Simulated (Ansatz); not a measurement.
Equilibrium volume per atom (Å³/atom) of solids drawn from the class of elemental solids other than molecular ones, at two levels: PBE (plane waves, PAW; Ansatz, a program for electronic structure), and PBE-D3(BJ) (Ansatz, plane waves, PAW).

```csv
solid,PBE,PBE-D3(BJ)
α-phase Ga,20.29,19.38
hcp Zn,15.24,?
hcp Lu,29.10,27.84
hcp Re,14.95,?
hcp Mg,22.95,21.72
hcp Ru,13.77,13.44
double-hcp La,37.13,34.32
white tin (β-Sn),28.41,27.21
hcp Cd,22.89,21.35
hcp Y,32.88,31.52
```

### Question
Estimate the withheld PBE-D3(BJ) values from the other rows.

### Answer
One way: carry over the typical ratio. The ratios PBE-D3(BJ) / PBE of the other rows, in order: 0.9243, 0.9327, 0.9464, 0.9552, 0.9567, 0.9578, 0.9586, 0.9760; median 0.95595. hcp Zn: 15.24 × 0.95595 = 14.57 Å³/atom; the run gives 14.31 Å³/atom. hcp Re: 14.95 × 0.95595 = 14.29 Å³/atom; the run gives 14.66 Å³/atom. The ratios spread from 0.9243 to 0.9760, so such an estimate is rough. hcp Re lies outside that spread.

Of 10 rows, PBE-D3(BJ) is the larger in 0 and the smaller in 10.

Ansatz's runs of these crystals have no spin polarisation.

Spin–orbit coupling is left out, also for the solids with elements from indium on (hcp Lu, hcp Re, double-hcp La, white tin (β-Sn)); its size isn't shown.

Ansatz's density-functional and Hartree–Fock values are scalar-relativistic unless marked +SOC, with PAW data made under PBE.
